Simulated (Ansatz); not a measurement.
1T (CdI2-type) HfS₂: PBE at its full settings (plane-wave cutoff 520 eV, 12×12×6 k mesh (along the axes of the cell as run), Fermi–Dirac smearing 0.01 eV, scalar-relativistic PAW data made under PBE) and at cheaper ones, in a cell of 3 atoms with Γ-centred meshes.

| level and setting | lattice constant a (Å) | lattice parameter c (Å) | band gap (eV) |
|---|---|---|---|
| PBE (Ansatz) | 3.651 | 6.822 | 1.25 |
| PBE (300 eV cutoff) (Ansatz) | 3.654 | 6.822 | 1.24 |
| PBE (Γ point alone) (Ansatz) | 4.284 | 11.106 | 0.59 |
| PBE (2×2×2 k mesh) (Ansatz) | 3.808 | 7.317 | 1.54 |
| PBE (4×4×4 k mesh) (Ansatz) | 3.668 | 6.785 | 1.28 |
| PBE (4×4×4 k mesh and 300 eV cutoff) (Ansatz) | 3.671 | 6.770 | 1.28 |

Largest shifts from the full settings: lattice constant a +17.3 % (PBE (Γ point alone)), against a difference of +0.44 % of the full result from the reference 3.635 Å (measured, temperature not stated, no zero-point or thermal correction; as tabulated in Björkman (2014), arXiv:1406.2436); lattice parameter c +63 % (PBE (Γ point alone)), against a difference of +17.0 % of the full result from the reference 5.83 Å (measured, temperature not stated, zero-point anharmonic expansion removed (computed with revB86b-DF2); no thermal correction; as tabulated in Björkman (2014), arXiv:1406.2436); band gap -0.66 eV (PBE (Γ point alone)).

Each row is at its own relaxed cell, so a gap follows the cell too.

Band edges were searched off the SCF mesh.

Spin–orbit coupling is included only where a level's name says +SOC; with heavier elements it mostly lowers gaps and can invert bands. Density-functional gaps are differences of (generalised) Kohn–Sham levels.

Caveats: the cell comes from a level without a dispersion term, which matters for the spacing of layers, chains or molecules (PBE, PBE (300 eV cutoff), PBE (Γ point alone), PBE (2×2×2 k mesh), PBE (4×4×4 k mesh), PBE (4×4×4 k mesh and 300 eV cutoff)). Ansatz's density-functional and Hartree–Fock values are scalar-relativistic unless marked +SOC, with PAW data made under PBE.

Run with cheap settings on purpose, which may leave them unconverged: PBE (2×2×2 k mesh), PBE (300 eV cutoff), PBE (4×4×4 k mesh and 300 eV cutoff), PBE (4×4×4 k mesh), PBE (Γ point alone).

Ansatz is a quantum-chemistry and plane-wave program.
